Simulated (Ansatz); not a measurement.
Relaxation of C2H8Si (11 atoms, charge 0, multiplicity 1), to a largest force component of 0.03 eV/Å in at most 50 steps.

Theory: Ansatz, RKS B3LYP-D4/6-31G*.

```xyz
11
Properties=species:S:1:pos:R:3:forces:R:3
Si 0.101 -0.040 0.123 0.26 0.02 0.04
H 0.049 -0.245 1.565 -1.12 -0.20 0.75
C 1.957 0.066 0.220 0.93 0.16 -0.76
H 2.338 -0.877 0.637 -0.05 0.08 -0.03
H 2.506 0.261 -0.711 -0.01 -0.01 0.06
H 2.215 0.862 0.933 -0.01 -0.05 -0.06
C -0.779 1.514 -0.480 -0.07 0.05 -0.03
H -1.870 1.380 -0.494 0.13 0.02 0.02
H -0.551 2.375 0.162 0.00 -0.08 -0.07
H -0.461 1.760 -1.503 -0.04 -0.01 0.08
H -0.384 -1.236 -0.621 -0.01 0.00 0.01
```

**Question.** Where does it end, and by what steps?

**Answer.** It converged. After 4 steps the energy has fallen by 0.281 eV; H2 moved furthest, 0.44 Å.

| step | energy less start (eV) | largest force component (eV/Å) | accepted |
| --- | --- | --- | --- |
| 0 | 0.0000 | 1.121 | yes |
| 1 | -0.2033 | 0.376 | yes |
| 2 | -0.2577 | 0.272 | yes |
| 3 | -0.2798 | 0.108 | yes |
| 4 | -0.2812 | 0.008 | yes |

```xyz
11
Properties=species:S:1:pos:R:3
Si 0.102 -0.064 0.214
H -0.380 -0.329 1.603
C 1.984 0.094 0.215
H 2.457 -0.814 0.606
H 2.365 0.260 -0.799
H 2.309 0.936 0.837
C -0.725 1.498 -0.451
H -1.815 1.396 -0.461
H -0.475 2.370 0.164
H -0.401 1.709 -1.477
H -0.300 -1.235 -0.621
```

Whether the end is a true minimum wasn't checked by a vibrational analysis.

The run took 12 s on 1 thread of Arm Neoverse V2, on a shared host, peak memory 0.12 GiB.
